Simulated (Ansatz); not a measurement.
A made-up structure of Si₂NH₆ (charge +1), closed shell:

```xyz
9
angstrom
N -0.8985 0.9649 -1.2928
Si 0.1941 0.8135 -0.0655
Si 0.5519 -1.2494 1.0159
H -1.4636 0.2029 -1.6441
H -1.0776 1.8348 -1.7794
H 0.8558 2.1047 0.2109
H 1.9878 -1.5181 0.7832
H 1.0638 -0.2841 0.1701
H 0.2184 -0.9628 2.4282
```

It is relaxed with PBE-D4/def2-SVP and then PBE0-D4/def2-TZVP (Ansatz 0.2.0). Atoms count as bonded within 1.22 times the sum of their covalent radii (H–H: 0.88 Å). The end point is not checked to be a true minimum.

Q: Does its bonding change? (A judgement: the text doesn't fix the answer.)

A: Computed: Yes. Formed: none; broken: Si2–H8.

Where it ends: The first stage lowers the energy by 4.20 eV in 17 steps. It ends as Si₂NH₆ ([NH2][SiH][SiH3]), total charge +1:
N1  (-0.932, 0.859, -1.361)
Si2  (0.005, 1.037, -0.014)
Si3  (1.080, -0.805, 0.988)
H4  (-1.096, -0.026, -1.823)
H5  (-1.408, 1.627, -1.818)
H6  (0.044, 2.449, 0.416)
H7  (0.695, -1.963, 0.154)
H8  (2.514, -0.447, 0.923)
H9  (0.530, -0.823, 2.361)
(Å)

Labels in which every atom is bracketed show which atoms are joined, not bond orders.

For scale, one of the runs: PBE0-D4/def2-TZVP relaxation, 141 basis functions, launched by `ansatz run in.yaml --threads 2 --pin off --events-out ev --progress --plain --max-ram 4352MiB`. The run took about 14 s on 2 CPU threads of an AMD EPYC 9R45 (shared host).
